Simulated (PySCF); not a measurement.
Fill in the blanks.

Species: 1,2-dimethoxyethane, C4H10O2.
Z-matrix (Å and degrees, PBE0-D3(BJ)/def2-SVP geometry), rows numbered from 1:
```
C 
O   1  1.3917
C   2  1.3940  1  113.44
C   3  1.5107  2  108.24  1  -179.73
O   4  1.3940  3  108.24  2   180.00
C   5  1.3917  4  113.44  3   179.73
H   1  1.1086  2  112.02  3    60.61
H   1  1.0991  2  108.03  3  -179.97
H   1  1.1086  2  112.04  3   -60.54
H   3  1.1096  2  111.59  1    59.99
H   3  1.1096  2  111.58  1   -59.45
H   4  1.1096  3  109.28  2   -58.30
H   4  1.1096  3  109.28  2    58.29
H   6  1.0991  5  108.03  4   179.97
H   6  1.1086  5  112.04  4    60.54
H   6  1.1086  5  112.02  4   -60.61
```

```json
{"property": "point group", "level": "PBE0-D3(BJ)/def2-SVP", "value": "?"}
{"property": "rotational constants A, B, C", "level": "PBE0-D3(BJ)/def2-SVP", "value": "19.288, 1.302, 1.259 GHz"}
{"property": "dipole moment", "level": "PBE0/pcSseg-1", "value": "0.00 D"}
{"property": "HOMO energy", "level": "PBE0/pcSseg-1", "value": "-7.35 eV"}
{"property": "LUMO energy", "level": "PBE0/pcSseg-1", "value": "?"}
{"property": "13C chemical shifts (computed TMS as zero) by class", "level": "GIAO PBE0/pcSseg-1", "value": "73.2 (C3/C4), 59.6 (C1/C6) ppm"}
{"property": "1H chemical shifts (computed TMS as zero) by class", "level": "GIAO PBE0/pcSseg-1", "value": "3.32 (H7/H8/H9/H14/H15/H16), 3.20 (H10/H11/H12/H13) ppm"}
{"property": "isotropic shieldings of nuclei other than C and H, by class", "level": "GIAO PBE0/pcSseg-1", "value": "?"}
{"property": "largest of the computed one-bond spin–spin couplings (means over like bonds)", "level": "B3LYP/pcJ-1, spin–dipole term left out", "value": "13C–1H +144.9 (C1–H7 and 5 like it), 13C–1H +144.4 (C3–H10 and 3 like it), 13C–13C +49.8 (C3–C4), 17O–13C +22.6 (O2–C1 and 1 like it), 17O–13C +21.0 (O2–C3 and 1 like it) Hz"}
```

Gas-phase values; electronic properties from PySCF, density fitting. The structure is a single PBE0-D3(BJ)/def2-SVP conformer in the gas phase; no vibrational or solvent corrections. NMR classes are plain means over equivalent atoms (diastereotopic ones count apart unless rotation or inversion swaps them), as if these changed places fast; in this geometry the members of some classes differ.

Problem. What is the point group?

Solution. C2h.

Problem. What are the isotropic shieldings of nuclei other than C and H, by class?

Solution. 322 (O2/O5) ppm.

Problem. The LUMO energy?

Solution. 1.66 eV.

The rotational constants make it an asymmetric top with κ = (2B − A − C)/(A − C) = -1.00, nearer the prolate limit (−1). With B = h/(8π²I), that is 505.379 GHz u Å² over I, the principal moments of inertia are 26.2, 388.0 and 401.4 u Å² (most abundant isotopes); the inertial defect Ic − Ia − Ib is -12.8 u Å² (zero for a rigid planar frame, negative otherwise). Point group C2h forbids a permanent dipole, so the rigid molecule has no electric-dipole pure rotational spectrum.
